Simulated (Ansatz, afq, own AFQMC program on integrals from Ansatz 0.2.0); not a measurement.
**Where AFQMC and coupled cluster stand for CH3Al, singlet**

```yaml
atoms:
  - { symbol: Al, position_ang: [0.0000, 0.0000, 0.5654] }
  - { symbol: C, position_ang: [0.0000, 0.0000, -1.2797] }
  - { symbol: H, position_ang: [0.0000, 1.4325, 1.2385] }
  - { symbol: H, position_ang: [0.0000, -1.4325, 1.2385] }
  - { symbol: H, position_ang: [0.0000, 0.0000, -2.3633] }
```

Connectivity, by distances: AlH2–CH.

Basis cc-pVDZ. Noble-gas cores (and the filled d shells of Ga–Kr and In–Xe) are frozen. AFQMC by an in-house program on the Cholesky factors that Ansatz 0.2.0 writes for its CCSD(T) run. ph-AFQMC/CISD is guided by a CISD state made of CCSD amplitudes; releasing the constraint for a short imaginary time cuts its bias at the price of noise, slowly where states lie close. ± is one standard error of the sampling.

Determinant: RHF, the one that the program's search chose, which needn't be the lowest solution. The geometry is a PBE0/def2-TZVP stationary point of this or a neighbouring charge and spin state.

No full CI on the walks' own integrals is used here; CCSDT(Q) serves as the reference and is uncertain by about the last step of the cluster series.

Cautions: higher spins were not checked; restricted determinant unstable towards unrestricted (UHF 950 meV lower, ⟨S²⟩ 0.97); raised T1 diagnostic (T1 0.023, weight of the determinant 0.87, largest double 0.14); the ph-AFQMC/HF walk drifts between its halves (2.3 errors); CCSDT(Q) on the UHF determinant differs (859 meV lower), perhaps since the unrestricted series falls towards higher spin.

```
T1 diagnostic                               : 0.0229
weight of the determinant in the CISD state : 0.866
size of the correlated space                : 10 electrons in 41 orbitals
```

Reference: CCSDT(Q), correlation energy -5.963 eV. The released energy is read at 2.40 1/Eh (meV from the phaseless value at times in 1/Eh: -10 ± 15 at 0.24, 6 ± 15 at 0.51, 32 ± 17 at 0.99, 26 ± 19 at 1.62, 25 ± 30 at 2.40).

```csv
level,E − E(reference) (meV),share of correlation (%)
HF,5963.2,0.00
MP2,1350.0,77.36
CCSD,230.2,96.14
CCSD(T),69.1,98.84
CCSDT,16.2,99.73
ph-AFQMC/HF,-308.9 ± 62.4,105.18
ph-AFQMC/CISD,-21.7 ± 18.9,100.36
released AFQMC,3.7 ± 29.6,99.94
```

A walk keeps the symmetry of its determinant, which the program's search chose and which needn't be the lowest solution, so a lower state of the same spin and another symmetry isn't excluded. Released energies are given only where the last usable release times agree within the noise; a slower fall can still hide under it.
